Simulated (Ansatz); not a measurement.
Reaction (isomerisation): `COC(O)O` → `CC(O)(O)O`

Calculated with Ansatz (gas phase, PBE0-D4/def2-TZVP geometries, no zero-point term in ΔE). CBS: MP2 limit from def2 TZ/QZ plus the TZ coupled-cluster correction, frozen cores. DFT in def2-TZVPP. B3LYP here is the variant with VWN-RPA as its local correlation; programs differ in this. One conformer a species, not always the lowest.

`COC(O)O`:

Z-matrix (Å, degrees):
```
C
O 1 1.410
H 1 1.089 2 107.0
H 1 1.094 2 111.3 3 -119.5
H 1 1.097 2 111.2 3 118.9
C 2 1.397 1 113.4 3 -178.8
O 6 1.384 2 106.4 1 172.0
O 6 1.376 2 113.5 1 -68.0
H 6 1.101 2 109.7 1 50.0
H 7 0.962 6 107.1 2 -29.4
H 8 0.965 6 106.8 2 -72.3
```

`CC(O)(O)O`:

```xyz
11

C    -0.053   -1.023   -0.551
C     0.077    0.340    0.101
O    -0.747    0.331    1.232
O    -0.266    1.379   -0.759
O     1.391    0.645    0.444
H     0.254   -1.808    0.142
H     0.577   -1.053   -1.439
H    -1.090   -1.213   -0.833
H    -0.654    1.202    1.637
H    -1.179    1.236   -1.025
H     1.691   -0.037    1.051
```

```
          level  ΔE (kJ/mol)  difference from CCSD(T)/CBS
         PBE-D4        -53.4                          7.1
        PBE0-D4        -56.2                          4.3
            PBE        -52.4                          8.1
         r2SCAN        -57.9                          2.6
          B3LYP        -48.7                         11.8
 MP2/def2-TZVPP        -61.7                         -1.2
CCSD/def2-TZVPP        -56.9                          3.6
  HF/def2-QZVPP        -47.4                         13.1
 MP2/def2-QZVPP        -63.2                         -2.7
 CCSD/CBS(def2)        -59.8                          0.7
    CCSD(T)/CBS        -60.5                            0
```

Largest T1 diagnostic among the species: 0.011.

In def2-TZVPP, CCSD(T) changes the Hartree–Fock value by −9.8 kJ/mol (the triples alone add −0.7 kJ/mol) and MP2 by −13.9 kJ/mol. From PBE to PBE0 (25 % exact exchange), in def2-TZVPP and without D4, ΔE moves by −3.1 kJ/mol.

CCSD(T)/CBS has its own doubt, a few kJ/mol and more with outer-core shells, so smaller differences from it don't rank the levels.
